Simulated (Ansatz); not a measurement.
C$_{3}$H$_{6}$F$_{2}$O, SMILES `CC(O)(F)CF`, relaxed with RKS PBE0-D4/def2-TZVP in Ansatz from a PBE-D4/def2-SVP geometry. The force threshold is 0.005 eV/Å; the program also tests the step.

The species carries charge 0 and has multiplicity 1.

Start:

```xyz
12

C     0.202    0.336   -1.230
C    -0.005   -0.428    0.070
O    -1.229   -1.076    0.152
F     1.033   -1.376    0.150
C     0.080    0.447    1.322
F     1.238    1.198    1.309
H    -0.611    1.072   -1.382
H     1.171    0.867   -1.204
H     0.214   -0.375   -2.080
H    -1.361   -1.570   -0.680
H    -0.803    1.122    1.359
H     0.072   -0.218    2.212
```

```json
{"step": "1", "energy (eV)": "-10683.2747", "largest force (eV/Å)": "0.538", "largest move (Å)": "0.000"}
{"step": "2", "energy (eV)": "-10683.3170", "largest force (eV/Å)": "0.175", "largest move (Å)": "0.017"}
{"step": "3", "energy (eV)": "-10683.3219", "largest force (eV/Å)": "0.043", "largest move (Å)": "0.015"}
{"step": "4", "energy (eV)": "-10683.3222", "largest force (eV/Å)": "0.019", "largest move (Å)": "0.005"}
{"step": "5", "energy (eV)": "-10683.3223", "largest force (eV/Å)": "0.025", "largest move (Å)": "0.016"}
{"step": "6", "energy (eV)": "-10683.3224", "largest force (eV/Å)": "0.008", "largest move (Å)": "0.004"}
{"step": "7", "energy (eV)": "-10683.3224", "largest force (eV/Å)": "0.002", "largest move (Å)": "0.003"}
```

End:

```xyz
12

C     0.198    0.335   -1.222
C     0.007   -0.424    0.068
O    -1.200   -1.086    0.149
F     1.038   -1.354    0.152
C     0.070    0.441    1.312
F     1.234    1.171    1.327
H    -0.602    1.065   -1.349
H     1.157    0.851   -1.216
H     0.185   -0.363   -2.062
H    -1.351   -1.560   -0.675
H    -0.779    1.128    1.324
H     0.042   -0.204    2.193
```

Hardware: 4 threads of a server CPU on a shared host. Wall time 30 s, peak host memory 0.57 GiB.
